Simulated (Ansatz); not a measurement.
**BNH₂+ (doublet): wave-function methods side by side, def2-TZVPP**

The task here is to estimate one member of a computed series from the others.

Computed with Ansatz 0.2.0, Gaussian basis. Level: def2-TZVPP, core rule «outside noble gas», up to 2 orbitals frozen.

The runs, in order: UHF; ROHF; CCSD(T) on UHF.

2 further runs of the same task are left out: 2 set aside as unsound or not needed.

**The system**

The geometry is a PBE0/def2-TZVP stationary point (not a proven minimum) of the parent state, kept for this charge and spin.

4 atoms, charge 1, spin multiplicity 2.

Atoms are counted from 1 here; the program's logs count them from 0.

Bond lengths: B1–N2 1.233 Å, B1–H3 1.172 Å, N2–H4 0.991 Å. Angles: N2–B1–H3 180.0°, B1–N2–H4 180.0°.

The first run:

File in.yaml:

```yaml
crystal:
  periodic: [false, false, false]
  atoms:
    - {symbol: B, position_ang: [0.000000, 0.000000, 0.571255]}
    - {symbol: N, position_ang: [0.000000, 0.000000, -0.661337]}
    - {symbol: H, position_ang: [0.000000, 0.000000, 1.742910]}
    - {symbol: H, position_ang: [0.000000, 0.000000, -1.652828]}
basis:
  gaussian: {orbitals: def2-TZVPP}
total_charge: 1
magnetization: {spin_polarized: true, initial_magnetization: 1}
hamiltonian: {xc: hf}
output: {orbitals: {seedname: orbitals}}
```

The run is started by

```bash
$ ansatz run in.yaml --threads 1 --pin off --events-out ev --progress --plain --max-ram 4096MiB --backend cpu
```

Steps of the session up to this table: UHF; ROHF; CCSD(T) on UHF.

One table of the session follows, with a row left open; its other results are not shown here.

It belongs to the step «Misses and costs». 

| method | from UCCSD(T) (kcal/mol) |
| --- | --- |
| ROHF | +166.92 |
| UHF | +164.35 |
| UMP2 | +20.11 |
| UCCSD | ? |
| UCCSD(T) | 0 |

Estimate the missing values for UCCSD.

The run gave: from UCCSD(T) (kcal/mol): +5.10. In the column «from UCCSD(T) (kcal/mol)» it lies between UCCSD(T) (0) and UMP2 (+20.11).
